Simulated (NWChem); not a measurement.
# C3H8O (1-propanol) at 4 levels

We compute a comparison of 4 runs (HF/STO-3G, HF/3-21G, B3LYP/6-31G*) of C3H8O (1-propanol). 

The results are computed with NWChem 7.3.0.

1 further run of the same task is left out (set aside as unsound or not needed).

## (1) The system as given

C3H8O has 12 atoms, charge 0, and is taken as a singlet. As SMILES, `CCCO`. The O4–H12 distance was set to 1.729 Å, away from the relaxed value. At this shape a bond of the SMILES string is far longer than usual.

Bond lengths: C1–C2 1.519 Å, C2–C3 1.516 Å, C3–O4 1.412 Å, C1–H5 1.094 Å, C1–H6 1.092 Å, C1–H7 1.093 Å, C2–H8 1.097 Å, C2–H9 1.094 Å, C3–H10 1.101 Å, C3–H11 1.094 Å. Some angles: C1–C2–C3 112.3°, C2–C3–O4 113.3°, C1–C2–H8 109.7°, C1–C2–H9 110.5°, C3–C2–H8 109.0°, C3–C2–H9 108.6°, C2–C1–H5 111.3°, C2–C1–H6 111.4°, C2–C1–H7 111.1°, C2–C3–H10 109.8°.

## (2) A single-point energy at HF/STO-3G (run 1)

run.xyz

```xyz
12

C     -0.504541     1.641119    -0.600980
C      0.302659     0.615719     0.176320
C      1.266659    -0.149081    -0.708980
O      2.067259    -1.069481     0.001420
H     -1.091541     1.168019    -1.393080
H     -1.198241     2.178019     0.048720
H      0.148059     2.381419    -1.071880
H     -0.375141    -0.095981     0.664620
H      0.872759     1.101219     0.974520
H      0.712059    -0.650681    -1.516480
H      1.965259     0.544519    -1.185480
H      1.022000    -2.198800     0.790000
```

run.nw

```
start run
memory total 2200 mb

geometry units angstroms noautosym nocenter noautoz
 load format xyz run.xyz
end

basis spherical bse
 C library STO-3G
 O library STO-3G
 H library STO-3G
end

scf
 thresh 1e-08
 maxiter 80
end

task scf
```

The run is started by

```
$ nwchem run.nw > run.out
```

The program printed:

```text
[...]
  functions       =    28
[...]
  wavefunction    = RHF
[...]
         Total SCF energy =   -190.505346719035
      One-electron energy =   -513.891286758819
      Two-electron energy =    195.280978327350
 Nuclear repulsion energy =    128.104961712434
        Time for solution =      2.5s
[...]
```

Wall time 3.3 s (1 thread of Intel Xeon Platinum 8488C (Sapphire Rapids), shared host); peak memory 0.1 GiB.

## (3) A single-point energy at HF/3-21G (run 2)

c3h8o.xyz

```xyz
12
C3H8O
C     -0.504541     1.641119    -0.600980
C      0.302659     0.615719     0.176320
C      1.266659    -0.149081    -0.708980
O      2.067259    -1.069481     0.001420
H     -1.091541     1.168019    -1.393080
H     -1.198241     2.178019     0.048720
H      0.148059     2.381419    -1.071880
H     -0.375141    -0.095981     0.664620
H      0.872759     1.101219     0.974520
H      0.712059    -0.650681    -1.516480
H      1.965259     0.544519    -1.185480
H      1.022000    -2.198800     0.790000
```

c3h8o.nw

```
start c3h8o
title "C3H8O"
memory 2200 mb

geometry units angstrom noautosym nocenter noautoz
  load c3h8o.xyz
end

basis "ao basis" spherical bse
  * library 3-21G
end

scf
  thresh 1e-08
  maxiter 80
end

task scf energy
```

The run is started by

```
$ nwchem c3h8o.nw > c3h8o.out
```

The program printed:

```text
[...]
  functions       =    52
[...]
  wavefunction    = RHF
[...]
         Total SCF energy =   -191.883803550186
      One-electron energy =   -514.195189746762
      Two-electron energy =    194.206424484142
 Nuclear repulsion energy =    128.104961712434
        Time for solution =      2.5s
[...]
```

Wall time 3.3 s (1 thread of Intel Xeon Platinum 8488C (Sapphire Rapids), shared host); peak memory 0.1 GiB.

Run 3 isn't shown in full; the table further down has it.

## (4) The energy at B3LYP/6-31G(d) (Cartesian functions) (run 4)

sp.xyz

```xyz
12
C3H8O B3LYP
C     -0.504541     1.641119    -0.600980
C      0.302659     0.615719     0.176320
C      1.266659    -0.149081    -0.708980
O      2.067259    -1.069481     0.001420
H     -1.091541     1.168019    -1.393080
H     -1.198241     2.178019     0.048720
H      0.148059     2.381419    -1.071880
H     -0.375141    -0.095981     0.664620
H      0.872759     1.101219     0.974520
H      0.712059    -0.650681    -1.516480
H      1.965259     0.544519    -1.185480
H      1.022000    -2.198800     0.790000
```

sp.nw

```
START sp
TITLE "C3H8O B3LYP"
memory total 2200 mb
GEOMETRY noautosym nocenter noautoz
  load format xyz sp.xyz
END
BASIS
  * library 6-31G*
END
DFT
  xc b3lyp
  grid xfine
  convergence energy 1e-08
  iterations 100
  mulliken
END
TASK dft
```

The run is started by

```
$ nwchem sp.nw > sp.out
```

The program printed:

```text
[...]
          Wavefunction type:  closed shell.
          No. of atoms     :    12
          No. of electrons :    34
[...]
          Charge           :     0
          Spin multiplicity:     1
[...]
          AO basis - number of functions:    76
[...]
              XC Information
              --------------
                         B3LYP Method XC Potential
                     Hartree-Fock (Exact) Exchange  0.200
                        Slater Exchange Functional  0.800 local
                    Becke 1988 Exchange Functional  0.720 non-local
              Lee-Yang-Parr Correlation Functional  0.810
                  VWN I RPA Correlation Functional  0.190 local
[...]
 d= 0,ls=0.0,diis     1   -194.0882272121 -3.22D+02  2.67D-02  8.29D-01     4.8
[...]
 d= 0,ls=0.0,diis    11   -194.2198765011 -4.31D-09  3.45D-07  7.22D-10    45.9
         Total DFT energy =     -194.219876501068
      One electron energy =     -516.258104484808
           Coulomb energy =      221.626897605664
    Exchange-Corr. energy =      -27.693631334358
 Nuclear repulsion energy =      128.104961712434
[...]
      Total Density - Mulliken Population Analysis
     ---------------------------------------------
    Atom       Charge   Shell Charges
 -----------   ------   -------------------------------------------------------
    1 C    6     6.45   1.99  0.68  2.13  0.63  0.99  0.03
    2 C    6     6.26   1.99  0.68  2.12  0.59  0.85  0.03
    3 C    6     6.00   1.99  0.69  2.06  0.52  0.69  0.05
    4 O    8     8.43   1.99  0.94  2.74  1.06  1.71 -0.01
    5 H    1     0.86   0.53  0.33
    6 H    1     0.85   0.53  0.32
    7 H    1     0.85   0.53  0.33
    8 H    1     0.87   0.53  0.34
    9 H    1     0.85   0.53  0.32
   10 H    1     0.88   0.54  0.34
[...]
```

Run time: 47 s. Hardware: 1 thread of Intel Xeon Platinum 8488C (Sapphire Rapids), shared host; peak memory 0.15 GiB.

## (5) Overview of the runs

| run | level | iteration cap | module | energy (Eh) | dipole moment (D) | HOMO energy (eV) | LUMO energy (eV) | wall time |
| --- | --- | --- | --- | --- | --- | --- | --- | --- |
| 1 | HF/STO-3G | 80 | scf | -190.505347 | 1.36 | -8.25 | 5.27 | 3.3 s |
| 2 | HF/3-21G | 80 | scf | -191.883804 | 2.01 | -10.87 | 1.55 | 3.3 s |
| 3 | B3LYP/6-31G* (spherical functions) | 100 | dft | -194.216291 | – | – | – | 41 s |
| 4 | B3LYP/6-31G* (Cartesian functions) | 100 | dft | -194.219877 | 1.71 | -7.00 | -3.13 | 47 s |

## (6) Outcome

```
            quantity          value
 run 4: total energy  -194.21988 Eh
run 4: dipole moment         1.71 D
  run 4: HOMO energy       -7.00 eV
  run 4: LUMO energy       -3.13 eV
run 4: HOMO–LUMO gap        3.87 eV
```

**Reading.** Over runs 1, 2, 4 the dipole moment (its size) runs from 1.36 D (HF/STO-3G) to 2.01 D (HF/3-21G). Over runs 1, 2, 4 the HOMO–LUMO gap runs from 3.87 eV (B3LYP/6-31G*) to 13.52 eV (HF/STO-3G). The two ends differ in method and basis. In run 1 the basis is minimal, so the values are rough. In runs 1, 2, 3, 4 a closed-shell determinant meets a far-stretched bond, which it describes badly. All runs together took 94 s, the longest 47 s.
